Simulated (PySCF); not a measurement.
## A search over the determinants of Li₂

Unrestricted PBE0; Li def2-TZVP; no relativity (PySCF 2.14). Outer shells of the fragments: Li 2s1; Li 2s1.

Followed along the bond (rough minima from three points):

| 2Ms+1 | unpaired | ⟨S²⟩ at the start | R at minimum (Å) | Te (eV) |
| --- | --- | --- | --- | --- |
| 1 | none | 0.00 | 2.74 | 0.00 |
| 3 | σ ↑, π ↑ | 2.00 | 2.61 | 1.37 |
| 3 | σ ↑↑ | 2.00 | none in the scan | ≤ 0.90 |

Solutions found at the starting distance of 2.570 Å, counted from the lowest of them; the search is not exhaustive and high or unbound solutions are not listed, so other states can lie among these:

```
2Ms+1  unpaired   term  E (eV)  ⟨S²⟩  ⟨Lz²⟩
    1      none    ¹Σ⁺    0.00  0.00   0.00
    3      σ ↑↑    ³Σ⁺    1.13  2.00   0.00
    3  σ ↑, π ↑     ³Π    1.35  2.00   1.00
    1  σ ↑, π ↓  mixed    1.90  1.00   1.00
```

A term symbol is given only where ⟨S²⟩ and ⟨Lz²⟩ are close to those of a pure state; real π, δ and φ orbitals otherwise mix terms, and g/u labels are left off.

The measured ground state is X ¹Σg+ (Huber and Herzberg, Constants of Diatomic Molecules (1979)).

Counting both spins, an empty level lies below a filled one in some of these solutions, because spin and occupation are held.
